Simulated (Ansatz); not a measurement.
A nudged elastic band was laid between two geometries of BClH2 + FH (6 atoms, charge 0, multiplicity 1).

Theory: Ansatz 0.2.0, UKS PBE0-D4/def2-SVP.

```yaml
movable_images: 5
climbing_image: yes
spring: 5.0 eV/Å²
optimiser: quadratic models (default)
start_path: through a guess of the saddle point
force_threshold: 0.03 eV/Å
iteration_limit: 60
end_points: relaxed
```

Initial state:

```xyz
6
Properties=species:S:1:pos:R:3
B 0.076 0.108 -0.620
Cl 0.946 -1.389 -0.111
H 0.755 1.089 -0.762
H -0.976 -0.057 -1.175
H -0.195 -0.254 1.521
F -0.606 0.502 1.148
```

Final state:

```xyz
6
Properties=species:S:1:pos:R:3
B -0.308 0.673 -0.575
Cl 0.964 -1.655 0.552
H 0.744 1.173 -0.893
H -1.005 0.015 -1.312
H 0.393 -1.168 1.599
F -0.788 0.962 0.629
```

(1) What changes between the two ends?

(2) What energy profile does the band end with?

(3) What is the geometry of the highest image?

(4) What are the harmonic wavenumbers there?

Answers

(1) Bonds broken: B1–Cl2, H5–F6. Bonds formed: B1–F6, Cl2–H5. BClH2 + FH becomes BFH2 + ClH.

(2) The forces met the threshold. The highest image is number 2 of 0 to 6, 6.7 kcal/mol above the first end and 17.1 kcal/mol above the last; the last end lies 10.4 kcal/mol below the first. A vibrational analysis at the climbing image gives one clearly imaginary mode, 852i cm⁻¹: a first-order saddle point. The orbitals stay closed-shell, which can raise the energy where a bond breaks towards radicals; this wasn't checked here.

```csv
image,path coordinate (Å),energy (kcal/mol),B1–Cl2 (Å),H5–F6 (Å),B1–F6 (Å)
0,0.00,0.0,1.81,0.94,1.94
1,0.35,1.8,1.87,0.98,1.72
2,0.70,6.7,2.02,1.19,1.53
3,1.04,-0.6,2.24,1.55,1.41
4,1.37,-7.7,2.53,1.90,1.35
5,1.70,-10.0,2.76,2.24,1.33
6,2.04,-10.4,2.88,2.62,1.33
```

(3) 
```xyz
6
Properties=species:S:1:pos:R:3
B -0.085 0.286 -0.451
Cl 0.855 -1.373 0.229
H 0.750 1.092 -0.760
H -0.989 -0.057 -1.162
H 0.045 -0.475 1.164
F -0.575 0.526 0.980
```

(4) 852i, 495, 549, 708, 781, 882, 933, 1161, 1244, 1613, 2627, 2759 cm⁻¹.

Run time: 49 s on 2 threads of Intel(R) Xeon(R) Platinum 8488C (Sapphire Rapids) (shared host), peak memory 0.16 GiB.
